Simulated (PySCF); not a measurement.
Species: tetrafluorosilane, SiF$_{4}$ (charge 0, singlet). SMILES: F[Si](F)(F)F
Geometry from a B3LYP-D3(BJ)/def2-TZVP (Ansatz) optimisation:
```
Si
F 1 1.5673
F 1 1.5673 2 109.47
F 1 1.5673 2 109.47 3 -120.00
F 1 1.5673 2 109.47 4 -120.00
```

Dispersion corrections to the total energy (kcal/mol) from the dftd3 and dftd4 libraries through PySCF: D3(BJ) without and D4 with the three-body term, each with the damping fitted for the functional named.

```tsv
functional	D3(BJ)	D4
PBE0	…	-1.64
LC-wPBE	-1.38	-2.22
BLYP	-3.28	-4.56
B3LYP	-2.69	-3.24
TPSSh	-1.70	-2.43
BHLYP	…	-2.35
PW6B95	…	-1.88
```

Problem. Some entries are withheld; supply them.

Solution. 
- PBE0, D3(BJ): -1.26
- BHLYP, D3(BJ): -2.16
- PW6B95, D3(BJ): -0.74
